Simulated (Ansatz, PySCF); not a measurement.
Species: S$_{2}$, charge 0, triplet. S2 (SMILES S=S, triplet).
B3LYP-D3(BJ)/def2-TZVP minimum from Ansatz (a first-principles code):
```xyz
2

S      0.0000     0.0000    -0.9518
S      0.0000     0.0000     0.9518
```
Charge 0, spin multiplicity 3.

Atomisation energy term by term, kcal/mol (programs: Ansatz). UHF or UKS for unpaired electrons; spin-orbit terms are left out. Cores are frozen in correlated methods. Rows without X2C or -DK are non-relativistic. CBS(X,Y): correlation extrapolated as X^-3, Hartree-Fock from the larger set (Q,5: extrapolated as (X+1)exp(-9√X)). A bracket is a step between two methods taken in the basis named. '+ core + X2C': CCSD(T) terms for core correlation (cc-pwCVTZ, 1s frozen past Ne) and scalar relativity (cc-pVTZ-DK). The UHF reference of S2 (S=S, triplet) is spin-contaminated (<S^2> up to 0.06 over the pure value in the sets run).

```tsv
term	basis	kcal/mol
Hartree-Fock	CBS(cc-pV(Q+d)Z,cc-pV(5+d)Z)	51.65
CCSD correlation	CBS(cc-pV(Q+d)Z,cc-pV(5+d)Z)	44.36
(T)	CBS(cc-pV(Q+d)Z,cc-pV(5+d)Z)	7.31
CCSDT(Q) - CCSD(T)	cc-pV(Q+d)Z	0.52
CCSDTQ - CCSDT(Q)	cc-pV(D+d)Z	-0.05
core correlation	cc-pwCVTZ	0.62
scalar relativity	X2C, cc-pVTZ-DK	-0.28
minus zero-point energy	Hessian by PySCF at B3LYP-D3(BJ)/def2-TZVP	-1.02
sum: D0		103.1
```

The step beyond CCSD(T) by other levels: CCSDTQ in cc-pV(D+d)Z 0.61; CCSDT(Q) in cc-pV(D+d)Z 0.66; CCSDT(Q) in cc-pV(T+d)Z 0.51 kcal/mol.
